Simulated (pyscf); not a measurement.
**Four-centre exchange: `[OH][BH][OH]` + `[H][H]` -> `[OH][BH][OH]` + `[H][H]`**

Gas phase, singlet surface, charge 0. Bonds broken: O1–H4, H7–H8. Bonds formed: O1–H7, H4–H8. Single points on ωB97X-D3(BJ)/def2-SVP structures (PySCF, gas phase).

Transition state (Å):

```xyz
8

O     -0.9304    -0.2161    -0.5888
B     -0.5784     0.1702     0.6786
O     -0.3778     1.4782     0.9961
H     -0.7231    -0.1117    -1.8422
H     -0.4482    -0.6528     1.5536
H     -0.5213     2.0659     0.2444
H     -0.7812    -1.1254    -1.4859
H     -0.6325    -0.9259    -2.4990
```

One imaginary mode, 2721i cm⁻¹; descent along it reached the two sides named.

```json
[
 {"bond": "O1–H4", "change": "breaks", "reactant side (Å)": "0.964", "saddle": "1.275", "product side": "2.531"},
 {"bond": "H7–H8", "change": "breaks", "reactant side (Å)": "0.761", "saddle": "1.043", "product side": "3.6"},
 {"bond": "O1–H7", "change": "forms", "reactant side (Å)": "2.561", "saddle": "1.286", "product side": "0.962"},
 {"bond": "H4–H8", "change": "forms", "reactant side (Å)": "3.4", "saddle": "1.050", "product side": "0.761"}
]
```

Electronic energies relative to the separated reactants (kcal/mol):

```tsv
level	barrier	reaction energy	reverse barrier
ωB97X-D3(BJ)/def2-TZVP	74.4	0.0	74.4
PBE/def2-TZVP	64.2	0.0	64.2
r²SCAN/def2-TZVP	69.4	0.0	69.4
B3LYP-D3(BJ)/def2-TZVP	71.5	0.0	71.5
PBE0-D3(BJ)/def2-TZVP	69.8	0.0	69.8
M06-2X/def2-TZVP	75.6	0.0	75.6
ωB97M-D3(BJ)/def2-TZVP	72.8	0.0	72.8
HF/def2-TZVP	94.4	0.0	94.4
```

With ωB97M-D3(BJ)/def2-TZVP energies and thermal terms (ideal gas, 1 atm, RRHO with modes under 100 cm⁻¹ raised to 100, one conformer, R ln 2 for chiral ones without a mode under 150 cm⁻¹), in kcal/mol:

| T (K) | ΔH‡ | ΔG‡ | ΔH | ΔG |
|---|---|---|---|---|
| 298 | 70.7 | 78.2 | 0.0 | 0.0 |
| 600 | 70.1 | 86.0 | 0.0 | 0.0 |
| 900 | 70.1 | 94.0 | 0.0 | 0.0 |
| 1200 | 70.5 | 101.9 | 0.0 | 0.0 |

The same reactants have a lower exit, to H₂B–OH + H₂O (barrier +51.4 kcal/mol at ωB97M-D3(BJ)/def2-TZVP, against +72.8 kcal/mol here). Another saddle between the same species, by other bonds, lies lower (50.1 kcal/mol against 72.8 kcal/mol at ωB97M-D3(BJ)/def2-TZVP).
